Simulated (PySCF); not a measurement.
# ClF under other conditions

One physical setting of the base script is moved in each run, with the edits that it forces.

The runs use PySCF 2.14.0; each script names its method and basis.

7 further runs of the same task are left out: 7 that didn't finish.

## (1) Where the work starts

ClF: 2 atoms, charge 0, spin multiplicity 1.

Bond lengths: Cl1–F2 1.585 Å.

## (2) The base run

input.py

```python
from pyscf import gto, scf, mp

mol = gto.M(
    atom='Cl 0 0 0; F 0 0 1.585',
    basis='jorge-dzp',
    charge=0,
    spin=0,
    symmetry=True,
    verbose=3,
)
mf = scf.RHF(mol)
mf.kernel()
mp.MP2(mf, frozen=6).kernel()
mf.dip_moment()
print('orbital energies (hartree):', mf.mo_energy[..., max(0, mol.nelec[1]-3):mol.nelec[0]+3].round(4))
```

Launch:

```sh
$ OMP_NUM_THREADS=1 python input.py
```

Its log is not repeated here.

Base result: E(SCF) = -558.869302 Eh, E(MP2) − E(SCF) = -0.32381 Eh, μ = 1.31 D (of the SCF density).

The bond length is a typed value, not an optimised one.

## (3) Electric field 0.005 a.u.

Variant 1 changes electric field: none → 0.005 a.u.; point-group symmetry: on → off.

input.py

```python
from pyscf import gto, scf, mp

mol = gto.M(
    atom='Cl 0 0 0; F 0 0 1.585',
    basis='jorge-dzp',
    charge=0,
    spin=0,
    verbose=3,
)
mf = scf.RHF(mol)
field = 0.005  # electric field along z, atomic units
h = mf.get_hcore() + field*mol.intor('int1e_r')[2]
mf.get_hcore = lambda *args: h
e_nuc = mol.energy_nuc() - field*mol.atom_charges() @ mol.atom_coords()[:, 2]
mf.energy_nuc = lambda *args: e_nuc
mf.kernel()
mp.MP2(mf, frozen=6).kernel()
mf.dip_moment()
print('orbital energies (hartree):', mf.mo_energy[..., max(0, mol.nelec[1]-3):mol.nelec[0]+3].round(4))
```

Launch:

```sh
$ OMP_NUM_THREADS=1 python input.py
```

## (4) Lengths in bohr

Variant 2 changes length unit: angstrom → bohr; bond length: 1.585 Å → 1.585 bohr.

Changes to input.py since step 2:

```diff
@@ -7,2 +7,3 @@
     spin=0,
+    unit='bohr',
     symmetry=True,
```

## (5) PCM, ε = 2.27

Variant 3 changes solvent: none (gas phase) → PCM, ε = 2.27; step after the SCF: mp2 → analyze.

input.py

```python
from pyscf import gto, scf, solvent

mol = gto.M(
    atom='Cl 0 0 0; F 0 0 1.585',
    basis='jorge-dzp',
    charge=0,
    spin=0,
    symmetry=True,
    verbose=3,
)
mf = scf.RHF(mol)
mf = solvent.PCM(mf)
mf.with_solvent.eps = 2.27
mf.kernel()
mf.analyze()
print('orbital energies (hartree):', mf.mo_energy[..., max(0, mol.nelec[1]-3):mol.nelec[0]+3].round(4))
```

## (6) Electric field 0.2 a.u.

Variant 4 changes electric field: none → 0.2 a.u.; point-group symmetry: on → off.

Changes to input.py since step 2:

```diff
@@ -7,3 +7,2 @@
     spin=0,
-    symmetry=True,
     verbose=3,
@@ -11,2 +10,7 @@
 mf = scf.RHF(mol)
+field = 0.2  # electric field along z, atomic units
+h = mf.get_hcore() + field*mol.intor('int1e_r')[2]
+mf.get_hcore = lambda *args: h
+e_nuc = mol.energy_nuc() - field*mol.atom_charges() @ mol.atom_coords()[:, 2]
+mf.energy_nuc = lambda *args: e_nuc
 mf.kernel()
```

**Question.** What will these runs give? Wanted: for each run, E(SCF); from base; gap; SCF dipole; after the SCF.

As calculated:

```
                                  run  E(SCF) (hartree)  from base (eV)  gap (eV)  SCF dipole (D)                           after the SCF
                                 base       -558.869302               0     15.59            1.31  MP2 correlation -8.811 eV, core frozen
            electric field 0.005 a.u.       -558.866937         +0.0644     15.60            1.10  MP2 correlation -8.823 eV, core frozen
        lengths in bohr (poor choice)       -556.407265  not comparable     15.81            3.90  MP2 correlation -7.509 eV, core frozen
                        PCM, ε = 2.27       -558.870536         -0.0336     15.62            1.43                                     n/a
electric field 0.2 a.u. (poor choice)       -559.123853  not comparable     15.99            7.99  MP2 correlation -8.376 eV, core frozen
```

What this shows: The largest comparable shift of the SCF energy, +0.064 eV, comes with the run “electric field 0.005 a.u.”. A continuum solvent with ε = 2.27 lowers the energy by 0.034 eV. Rows marked «poor choice» come from settings spoiled on purpose.
